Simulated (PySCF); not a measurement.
# C2HClFO+ (SMILES [O+]#CC(F)Cl): a chain of runs

Aim: a structure relaxation (HF/cc-pVDZ-DK), then the harmonic vibrations, then the energy (CCSD(T)/6-31+G**), then the excited states (TD-B1LYP/cc-pVDZ) of C2HClFO+. The job is set up through a Python script.

Program for the calculation: PySCF 2.14.0.

### 1 The molecule

C2HClFO+ has 6 atoms, charge +1, and is taken as a singlet. SMILES: `[O+]#CC(F)Cl`. All atoms were displaced at random from a relaxed shape. The run starts from this shape.

Bond lengths: O1–C2 1.266 Å, C2–C3 1.359 Å, C3–F4 1.248 Å, C3–Cl5 1.987 Å, C3–H6 1.072 Å. Angles: O1–C2–C3 170.1°, C2–C3–F4 114.2°, C2–C3–Cl5 87.4°, F4–C3–Cl5 113.7°, C2–C3–H6 119.8°, F4–C3–H6 105.8°, Cl5–C3–H6 115.4°.

### 2 A geometry optimisation at HF/cc-pVDZ-DK (sfX2C, density fitting with def2-universal-jkfit) (run 1)

Contents of start.xyz:

```xyz
6
C2HClFO
O      1.424805    -0.641818     1.496859
C      0.511043    -0.411013     0.651116
C     -0.475531     0.049868    -0.161635
F     -0.805060    -0.743015    -1.067286
Cl     0.793321     1.459138    -0.754791
H     -1.392716     0.405741     0.262922
```

Contents of run.py:

```python
from pyscf import gto
from pyscf.geomopt.geometric_solver import kernel as optimise

molecule = gto.Mole()
molecule.atom = 'start.xyz'
molecule.verbose = 3
molecule.max_memory = 1860
molecule.charge = 1
molecule.basis = 'cc-pvdz-dk'
molecule.spin = 0
molecule.build()

hf = molecule.RHF()
hf = hf.sfx2c1e()
hf = hf.density_fit(auxbasis='def2-universal-jkfit')
converged, mol_eq = optimise(hf, maxsteps=100)
print('converged:', converged)
print(mol_eq.tostring())

hf.reset(mol_eq)
molecule = mol_eq
hf.kernel()
e_final = hf.e_tot
print(f'total energy: {e_final:.8f} hartree')
```

Launch:

```sh
$ OMP_NUM_THREADS=1 python run.py
```

The log of the run:

```text
maxiter                   100
[... 47 lines left out ...]
WARN: Mole.unit (angstrom) is changed to Bohr
[... 24 lines left out ...]
converged SCF energy = -711.345752712352
[... 68 lines left out ...]
converged SCF energy = -711.365582562889
[... 68 lines left out ...]
converged SCF energy = -711.365833716578
[... 58 lines left out ...]
Converged! =D
[... 1 line left out ...]
converged: True
O           1.27719672       -0.86359360        1.54473047
C           0.59195092       -0.44477839        0.81117962
C          -0.37783673        0.18586150       -0.23517719
F          -0.65385332       -0.78031105       -1.07273478
Cl          0.46859645        1.51541322       -0.95084705
H          -1.25019204        0.50630932        0.33003393
converged SCF energy = -711.365837247687
total energy: -711.36583725 hartree
```

Run time: 25 s. Hardware: 1 thread of Arm Neoverse V1, shared host; peak memory 0.23 GiB.

Steps, from the record of the run:

```tsv
step	energy from the first frame kept (eV)	largest force (eV/Å)
0	0.0000	20.9009
1	-2.4385	3.3750
2	-2.8826	2.0279
3	-2.9669	0.7555
4	-2.9781	0.4056
5	-2.9837	0.2467
6	-2.9846	0.1253
7	-2.9849	0.0877
8	-2.9850	0.0269
9	-2.9850	0.0058
```

After the run. Bond lengths: O1–C2 1.088 Å, C2–C3 1.560 Å, C3–F4 1.308 Å, C3–Cl5 1.731 Å, C3–H6 1.088 Å. Angles: O1–C2–C3 178.8°, C2–C3–F4 105.2°, C2–C3–Cl5 106.5°, F4–C3–Cl5 113.9°, C2–C3–H6 105.6°, F4–C3–H6 112.4°, Cl5–C3–H6 112.4°.

### 3 The harmonic vibrations at HF/cc-pVDZ-DK (sfX2C, density fitting with def2-universal-jkfit) (run 2)

Contents of start.xyz:

```xyz
6
C2HClFO
O      1.005550    -1.099086     1.776454
C      0.320304    -0.680270     1.042904
C     -0.649484    -0.049630    -0.003453
F     -0.925500    -1.015803    -0.841011
Cl     0.196949     1.279921    -0.719123
H     -1.521839     0.270817     0.561758
```

Contents of job.py:

```python
import numpy
from pyscf import gto, scf, symm
from pyscf.hessian import thermo

mol = gto.Mole()
mol.atom = 'start.xyz'
mol.basis = 'cc-pvdz-dk'
mol.spin = 0
mol.max_memory = 1860
mol.verbose = 3
mol.charge = 1
mol.build()

hf = scf.RHF(mol)
hf = hf.sfx2c1e()
hf = hf.density_fit(auxbasis='def2-universal-jkfit')
hf.kernel()

e_final = hf.e_tot
print('E(%s) = %.9f' % ('HF', e_final))
hess = hf.Hessian().kernel()
modes = thermo.harmonic_analysis(mol, hess)
print('frequencies (1/cm)', numpy.round(modes['freq_wavenumber'], 1))
symm.geom.TOLERANCE = 1e-3  # for the symmetry number
th = thermo.thermo(hf, modes['freq_au'], 350, 101325)
thermo.dump_thermo(mol, th)
```

Launch:

```sh
$ OMP_NUM_THREADS=1 python job.py
```

The log of the run:

```text
converged SCF energy = -711.36583724782
E(HF) = -711.365837248
frequencies (1/cm) [ 162.5  255.4  397.1  529.8  630.9  793.8  888.5 1293.3 1380.5 1445.3
 2646.6 3303.7]
temperature 350.0000 [K]
pressure 101325.00 [Pa]
Rotational constants [GHz] 6.29493 3.03377 2.15362
Symmetry number 1
Zero-point energy (ZPE) 0.03127 [Eh]   82108.796 [J/mol]
                           tot       elec      trans        rot        vib
Entropy [J/mol/K]       315.592      0.000    168.936    112.711     33.945
Cv [J/mol/K]             67.382      0.000     12.472     12.472     42.438
Cp [J/mol/K]             75.696      0.000     20.786     12.472     42.438
Internal energy [J/mol]                      4365.091   4365.091  89212.870
Internal energy [Eh]   -711.32853  -711.36584
Enthalpy [J/mol]                             7275.152   4365.091  89212.870
Enthalpy [Eh]          -711.32742
Gibbs free energy [J/mol]                  -51852.327 -35083.640  77332.052
Gibbs free energy [Eh] -711.36950
```

It took 51 s on 1 thread of Arm Neoverse V1, shared host; peak memory 0.59 GiB.

### 4 The energy at CCSD(T)/6-31+G(d,p) (Cartesian functions) (run 3)

Contents of input.py:

```python
from pyscf import gto, scf, cc

system = gto.M(
    atom=[
    ('O', (1.277197, -0.863594, 1.544730)),
    ('C', (0.591951, -0.444778, 0.811180)),
    ('C', (-0.377837, 0.185862, -0.235177)),
    ('F', (-0.653853, -0.780311, -1.072735)),
    ('Cl', (0.468596, 1.515413, -0.950847)),
    ('H', (-1.250192, 0.506309, 0.330034)),
],
    charge=1,
    basis='6-31+g**',
    cart=True,
    max_memory=1860,
    verbose=4,
)

calc0 = scf.RHF(system)
calc0.kernel()

mycc = cc.CCSD(calc0, frozen=9)
mycc.kernel()
e_t = mycc.ccsd_t()
energy = mycc.e_tot + e_t
print('E(%s) = %.9f' % ('CCSD(T)', energy))
calc0.analyze()
```

Launch:

```sh
$ OMP_NUM_THREADS=1 python input.py
```

The log of the run:

```text
PySCF version 2.14.0

[... 105 lines left out ...]
MO #4   energy= -11.7307046997662  occ= 2
[... 19 lines left out ...]
MO #24  energy= -0.165985564586376 occ= 0
[... 19 lines left out ...]
MO #44  energy= 0.204305990823545  occ= 0
[... 19 lines left out ...]
MO #64  energy= 0.973644712109556  occ= 0
[... 19 lines left out ...]
MO #84  energy= 1.96550300349565   occ= 0
[... 19 lines left out ...]
MO #104 energy= 5.79334959232435   occ= 0
[... 114 lines left out ...]
WARN: System has nonzero charge 1; the dipole moment is origin-dependent.
Location of origin: [0. 0. 0.]

Dipole moment(X, Y, Z, Debye):  0.68312,  0.39323,  2.45170
```

Run time: 85 s. Hardware: 1 thread of Arm Neoverse V1, shared host; peak memory 0.73 GiB.

### 5 The excited states at TD-B1LYP/cc-pVDZ (density fitting with cc-pvdz-jkfit, spin of roots singlet) (run 4)

Contents of job.py:

```python
from pyscf import gto, dft, tdscf

mol = gto.Mole()
mol.atom = [
    ('O', (1.277197, -0.863594, 1.544730)),
    ('C', (0.591951, -0.444778, 0.811180)),
    ('C', (-0.377837, 0.185862, -0.235177)),
    ('F', (-0.653853, -0.780311, -1.072735)),
    ('Cl', (0.468596, 1.515413, -0.950847)),
    ('H', (-1.250192, 0.506309, 0.330034)),
]
mol.basis = 'cc-pvdz'
mol.max_memory = 1860
mol.charge = 1
mol.verbose = 4
mol.build()

mf = dft.RKS(mol, xc='b1lyp')
mf = mf.density_fit(auxbasis='cc-pvdz-jkfit')
mf.kernel()

energy = mf.e_tot
print('Final energy', energy)

td = mf.TDDFT()
td.nstates = 4
td.kernel()
td.analyze()
roots = td.e * 27.211386
osc = td.oscillator_strength()
print('state   eV      nm      f')
for i, (w, f) in enumerate(zip(roots, osc), 1):
    print('%3d %9.4f %8.1f %9.5f' % (i, w, 1239.842 / w, f))
```

Launch:

```sh
$ OMP_NUM_THREADS=1 python job.py
```

The log of the run:

```text
PySCF version 2.14.0

[... 77 lines left out ...]
converged SCF energy = -711.636834414275
Final energy -711.6368344142753
[... 26 lines left out ...]
** Transition electric dipole moments (AU) **
[... 6 lines left out ...]
** Transition velocity dipole moments (imaginary part, AU) **
[... 6 lines left out ...]
** Transition magnetic dipole moments (imaginary part, AU) **
state          X           Y           Z
  1        -0.1849     -0.2098     -0.0250
  2        -0.0349     -0.1578     -0.1554
  3         0.2907     -0.0872      0.1216
  4         0.0846     -0.0200      0.0021
state   eV      nm      f
  1    5.1119    242.5   0.00153
  2    5.2401    236.6   0.00087
  3    5.5211    224.6   0.00141
  4    5.6551    219.2   0.04746
```

Wall time 2 min (1 thread of Arm Neoverse V1, shared host); peak memory 0.49 GiB.

The roots found:

```tsv
excited state	energy (eV)	strength
1	5.112	0.0015
2	5.240	0.0009
3	5.521	0.0014
4	5.655	0.0475
```

### 6 What came out

| quantity | value |
| --- | --- |
| run 1, HF/cc-pVDZ-DK: total energy at the end | -711.36584 Eh |
| run 1, HF/cc-pVDZ-DK: HOMO energy | -18.96 eV |
| run 1, HF/cc-pVDZ-DK: LUMO energy | -4.34 eV |
| run 1, HF/cc-pVDZ-DK: HOMO–LUMO gap | 14.62 eV |
| run 2, HF/cc-pVDZ-DK: lowest harmonic wavenumber | 162 cm⁻¹ |
| run 2, HF/cc-pVDZ-DK: highest harmonic wavenumber | 3304 cm⁻¹ |
| run 2, HF/cc-pVDZ-DK: zero-point energy | 82.1 kJ/mol |
| run 2, HF/cc-pVDZ-DK: ideal-gas entropy at 350 K (symmetry number 1 as used) | 75.4 cal/(mol K) |
| run 3, CCSD(T)/6-31+G**: total energy | -710.52720 Eh |
| run 3, CCSD(T)/6-31+G**: HOMO energy (Hartree–Fock orbitals) | -18.98 eV |
| run 3, CCSD(T)/6-31+G**: LUMO energy (Hartree–Fock orbitals) | -4.52 eV |
| run 3, CCSD(T)/6-31+G**: HOMO–LUMO gap (Hartree–Fock orbitals) | 14.46 eV |
| run 3, CCSD(T)/6-31+G**: correlation energy (9 core orbitals frozen) | -770.1 mEh |
| run 3, CCSD(T)/6-31+G**: (T) correction | -25.14 mEh |
| run 3, CCSD(T)/6-31+G**: T1 diagnostic | 0.016 |
| run 4, TD-B1LYP/cc-pVDZ: ground-state or mean-field energy | -711.63683 Eh |
| run 4, TD-B1LYP/cc-pVDZ: HOMO energy (B1LYP Kohn–Sham orbitals) | -15.19 eV |
| run 4, TD-B1LYP/cc-pVDZ: LUMO energy (B1LYP Kohn–Sham orbitals) | -8.73 eV |
| run 4, TD-B1LYP/cc-pVDZ: HOMO–LUMO gap (B1LYP Kohn–Sham orbitals) | 6.46 eV |
| run 4, TD-B1LYP/cc-pVDZ: lowest singlet excitation energy | 5.11 eV |

**Reading.** The optimisation (run 1, HF/cc-pVDZ-DK) took 9 steps and changed the energy by -2.985 eV. All 12 modes (run 2, HF/cc-pVDZ-DK) are real, so the shape is a minimum at this level. Mulliken charges (run 2, HF/cc-pVDZ-DK) run from -0.17 on F4 to +0.43 on C2. The triples (run 3, CCSD(T)/6-31+G**) make up 3.3 % of the correlation energy. The brightest of the 4 transitions from the ground state lies at 5.66 eV (219 nm, f = 0.047); the lowest, at 5.11 eV, has f = 0.002. Mulliken charges (run 4, TD-B1LYP/cc-pVDZ) of the mean-field density run from -0.07 on F4 to +0.33 on C2.
